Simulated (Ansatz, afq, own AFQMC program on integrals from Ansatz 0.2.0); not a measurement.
Two steps: Ansatz 0.2.0 writes the Fock matrix and Cholesky factors of the valence space, and afq projects on them the lowest state that overlaps trial and start.

```yaml
crystal:
  periodic: [false, false, false]
  atoms:
    - {symbol: Ga, position_ang: [0.000000, 0.000000, 0.000000]}
    - {symbol: Br, position_ang: [0.000000, 0.000000, 2.415800]}
basis:
  gaussian: {orbitals: aug-cc-pVDZ}
total_charge: -1
magnetization: {spin_polarized: true, initial_magnetization: 3}
correlation: {method: ccsd_t, electrons: outside_noble_gas, hamiltonian_folder: ham}
```

```sh
$ ansatz run in.yaml --threads 1 --pin off --events-out ev --progress --plain --max-ram 1843MiB
```

afq runs on the folder ham with

```
--method phaseless --trial hf --walkers 120 --populations 1 --least-time 40 --time-step 0.005 --steps-per-block 20 --equilibration-blocks 112 --max-blocks 600 --target-error 0.0012000 --factor-cut 1e-05 --start spin_pure --seed 4493 --taylor-order 6
```

Times are imaginary, in 1/Eh. The walk had a cap of 2083 s. Filled inner d shells are frozen with the cores.

afq prints:

```
orbitals 44  electrons 7 4  factors 334 of 803
reference energy -4495.61138109 Eh
CCSD correlation -0.16924274 Eh in 11 cycles, weight of the determinant in the CISD state 0.8944
energy of the start -4495.611410 Eh
 block  time / (1/Eh)  mean weight  energy / Eh
     1     0.100  1.0010  -4495.639086
     2     0.200  1.0003  -4495.661494
     3     0.300  0.9993  -4495.677139
     4     0.400  1.0024  -4495.689399
     5     0.500  1.0000  -4495.705673
     8     0.800  1.0011  -4495.727864
    18     1.800  1.0015  -4495.768304
    69     6.900  1.0007  -4495.785090
   120    12.000  0.9996  -4495.765310
   171    17.100  0.9991  -4495.775298
   222    22.200  1.0003  -4495.803221
   273    27.300  0.9987  -4495.780148
   324    32.400  1.0006  -4495.771509
   375    37.500  1.0007  -4495.782442
   426    42.600  1.0003  -4495.781161
   460    46.000  1.0002  -4495.757821
   477    47.700  0.9988  -4495.797660
   528    52.800  0.9993  -4495.781912
   579    57.900  0.9987  -4495.781574
   630    63.000  1.0002  -4495.776112
   681    68.100  1.0013  -4495.793107
   698    69.800  1.0008  -4495.814569
blocks merged  error / Eh  count
     1  0.000600  600
     2  0.000824  300
     4  0.001120  150
     8  0.001486  75
    16  0.001961  37
    32  0.002406  18
    64  0.002792  9
energy -4495.783949 +/- 0.002406 Eh
(rows thinned)
```

The run passed its tests (sampling time, drift between the halves within three errors, error under three times the target), which doesn't prove that it has relaxed.

Against this walk (error 65.5 meV) on the same determinant: CCSD(T) 48.1 meV lower (within the noise), CCSDT(Q) 78.6 meV lower (within the noise), a separate phaseless walk with a CISD trial and standard settings 90.5 ± 66.1 meV lower (within the noise). The error is statistical and leaves out the bias of the constraint.

Cautions: constraint bias not in the error; error above the target (65.5 against 32.7 meV); no relativity below Rb; no spin-orbit coupling; inner d shell frozen; another spin lies lower (by 2.55 eV); at this level and basis the anion state lies above a neutral one.

The walk took 6.2 min on 1 thread of Arm Neoverse V1, on a shared host. The log's last line is the phaseless energy.

CCSDT and higher add their correlation energy to the determinant of the CCSD(T) run, since their own runs factorise the integrals more tightly (a shift of under 2 meV). A walk keeps the symmetry of its determinant, which the program's search chose and which needn't be the lowest solution, so a lower state of the same spin and another symmetry isn't excluded.
